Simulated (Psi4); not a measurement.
Reaction (SMILES): N#C (CH-N) + 3 [H][H] (H2) → C (CH4) + N (NH3)
B3LYP-D3(BJ)/def2-TZVP geometries, fixed; electronic energies without zero-point terms.

Basis-set convergence of the energy of full hydrogenation at B3LYP with Psi4. Cartesian d functions, on some or all atoms, in 6-31+G*; all else is spherical. Density fitting with the program's default auxiliary sets. Psi4's default fitting sets serve the pcseg sets less well. No added dispersion term, no relativity. Functions are those of the species that has most. Reference: the value in aug-cc-pVQZ, -77.90 kcal/mol, itself unsure by roughly 0.46 kcal/mol (its mean distance from def2-QZVPPD, def2-QZVPP, cc-pVQZ).

```json
[
 {"basis": "STO-3G", "functions": "11", "energy of full hydrogenation (kcal/mol)": "-80.92"},
 {"basis": "6-31G", "functions": "20", "energy of full hydrogenation (kcal/mol)": "___"},
 {"basis": "pcseg-0", "functions": "20", "energy of full hydrogenation (kcal/mol)": "___"},
 {"basis": "cc-pVDZ", "functions": "34", "energy of full hydrogenation (kcal/mol)": "-75.19"},
 {"basis": "def2-SVP", "functions": "34", "energy of full hydrogenation (kcal/mol)": "-77.84"},
 {"basis": "pcseg-1", "functions": "34", "energy of full hydrogenation (kcal/mol)": "-75.22"},
 {"basis": "6-31+G*", "functions": "40", "energy of full hydrogenation (kcal/mol)": "-77.04"},
 {"basis": "aug-pcseg-1", "functions": "59", "energy of full hydrogenation (kcal/mol)": "-79.06"},
 {"basis": "def2-TZVP", "functions": "68", "energy of full hydrogenation (kcal/mol)": "-75.32"},
 {"basis": "def2-TZVPD", "functions": "83", "energy of full hydrogenation (kcal/mol)": "-76.47"},
 {"basis": "pcseg-2", "functions": "86", "energy of full hydrogenation (kcal/mol)": "-77.96"},
 {"basis": "def2-TZVPP", "functions": "87", "energy of full hydrogenation (kcal/mol)": "___"},
 {"basis": "jun-cc-pV(T+d)Z", "functions": "95", "energy of full hydrogenation (kcal/mol)": "-78.15"},
 {"basis": "def2-TZVPPD", "functions": "105", "energy of full hydrogenation (kcal/mol)": "-78.09"},
 {"basis": "aug-cc-pVTZ", "functions": "138", "energy of full hydrogenation (kcal/mol)": "-78.12"},
 {"basis": "aug-pcseg-2", "functions": "138", "energy of full hydrogenation (kcal/mol)": "___"},
 {"basis": "def2-QZVPP", "functions": "177", "energy of full hydrogenation (kcal/mol)": "-77.57"},
 {"basis": "aug-pcseg-3", "functions": "281", "energy of full hydrogenation (kcal/mol)": "-77.89"}
]
```

Q: Complete the blanks.

A: 
- 6-31G, energy of full hydrogenation (kcal/mol): -76.65
- pcseg-0, energy of full hydrogenation (kcal/mol): -70.18
- def2-TZVPP, energy of full hydrogenation (kcal/mol): -77.24
- aug-pcseg-2, energy of full hydrogenation (kcal/mol): -78.36
